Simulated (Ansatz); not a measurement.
Calculation: PBE-D3(BJ)/def2-SVP (Ansatz, a program for electronic structure). No frequencies were computed at this level.

Ansatz 0.2 input:
```yaml
crystal:
  periodic: [false, false, false]
  atoms:
    - { symbol: C, position_ang: [-0.487308, -0.001082, -0.003485] }
    - { symbol: C, position_ang: [0.949173, 0.002139, 0.006794] }
    - { symbol: N, position_ang: [2.09173, 0.00463, 0.014958] }
    - { symbol: H, position_ang: [-0.857378, -0.339989, 0.963271] }
    - { symbol: H, position_ang: [-0.844136, -0.672354, -0.783546] }
    - { symbol: H, position_ang: [-0.852081, 1.006656, -0.197992] }
basis:
  gaussian: { orbitals: def2-svp }
hamiltonian:
  xc: pbe
  dispersion: d3bj
relax:
  max_steps: 150
```

Output:

```
Functional definition: PBE
662 factors; their error is unknown
mean field evaluation 1: about -3598.6711 eV, gradient 5.1e1 eV
mean field evaluation 2: about -3590.2770 eV, gradient 7.7e1 eV
mean field evaluation 4: about -3604.9938 eV, gradient 3.6e0 eV
mean field evaluation 8: about -3604.9962 eV, gradient 1.4e-1 eV
mean field -3604.99625282 eV, -132.4811687368 hartree, gradient 7.8e-5 eV, S^2 0.000000; 0 other end points of the search recorded, 0 dependent functions left out
reference -3604.99627696 eV, -132.4811696240 hartree; 11, 11 occupied and 46, 46 virtual orbitals, 662 factors
relax step   1: F+E_penalty+E_count = -3605.07320515 eV  Δ(F+E_penalty+E_count) = +0.000e0 eV  max|allowed force component| = 3.567e0 eV/Å  Δτ_max = 0.0000 Å  (23 SCF iters, accepted)
these checks for a lower state are left out or cut short: starts, cluster_reference, orbital_swaps, neighbouring_geometries, increment
662 factors; their error is unknown
mean field evaluation 16: about -3605.1037 eV, gradient 1.7e-2 eV
mean field -3605.07384200 eV, -132.4840200866 hartree, gradient 8.2e-6 eV, S^2 0.000000; 0 other end points of the search recorded, 0 dependent functions left out
reference -3605.07386627 eV, -132.4840209786 hartree; 11, 11 occupied and 46, 46 virtual orbitals, 662 factors
relax step   2: F+E_penalty+E_count = -3605.15011087 eV  Δ(F+E_penalty+E_count) = -7.691e-2 eV  max|allowed force component| = 4.255e-1 eV/Å  Δτ_max = 0.0433 Å  (28 SCF iters, accepted)
these checks for a lower state are left out or cut short: starts, cluster_reference, orbital_swaps, neighbouring_geometries, increment
662 factors; their error is unknown
mean field -3605.07666514 eV, -132.4841238353 hartree, gradient 8.4e-6 eV, S^2 0.000000; 0 other end points of the search recorded, 0 dependent functions left out
reference -3605.07668947 eV, -132.4841247291 hartree; 11, 11 occupied and 46, 46 virtual orbitals, 662 factors
relax step   3: F+E_penalty+E_count = -3605.15280781 eV  Δ(F+E_penalty+E_count) = -2.697e-3 eV  max|allowed force component| = 5.307e-2 eV/Å  Δτ_max = 0.0070 Å  (29 SCF iters, accepted)
these checks for a lower state are left out or cut short: starts, cluster_reference, orbital_swaps, neighbouring_geometries, increment
662 factors; their error is unknown
mean field evaluation 32: about -3605.0767 eV, gradient 7.2e-5 eV
mean field -3605.07669496 eV, -132.4841249309 hartree, gradient 7.2e-5 eV, S^2 0.000000; 0 other end points of the search recorded, 0 dependent functions left out
reference -3605.07671928 eV, -132.4841258249 hartree; 11, 11 occupied and 46, 46 virtual orbitals, 662 factors
relax step   4: F+E_penalty+E_count = -3605.15282595 eV  Δ(F+E_penalty+E_count) = -1.814e-5 eV  max|allowed force component| = 1.691e-3 eV/Å  Δτ_max = 0.0008 Å  (18 SCF iters, accepted)
662 factors; their error is unknown
mean field -3605.07669496 eV, -132.4841249309 hartree, gradient 7.2e-5 eV, S^2 0.000000; 1 other end points of the search recorded, 0 dependent functions left out
reference -3605.07671928 eV, -132.4841258249 hartree; 11, 11 occupied and 46, 46 virtual orbitals, 662 factors
Total energy: -3605.15285028 eV, -132.4869235874 hartree
Atom 0 at    -0.487099    -0.001080    -0.003484 Å, force     0.000873     0.000046     0.000017 eV/Å
Atom 1 at     0.970533     0.002174     0.006944 Å, force     0.001298    -0.000102    -0.000017 eV/Å
Atom 2 at     2.141292     0.004747     0.015315 Å, force    -0.001691     0.000057     0.000003 eV/Å
Atom 3 at    -0.881156    -0.343817     0.973932 Å, force    -0.000159     0.000099    -0.000288 eV/Å
Atom 4 at    -0.867768    -0.679896    -0.792402 Å, force    -0.000166     0.000198     0.000230 eV/Å
Atom 5 at    -0.875803     1.017872    -0.200305 Å, force    -0.000155    -0.000297     0.000055 eV/Å
Dipole moment:    -0.774398    -0.001718    -0.005539 e Å
```

Cost: roughly 5 core-seconds.
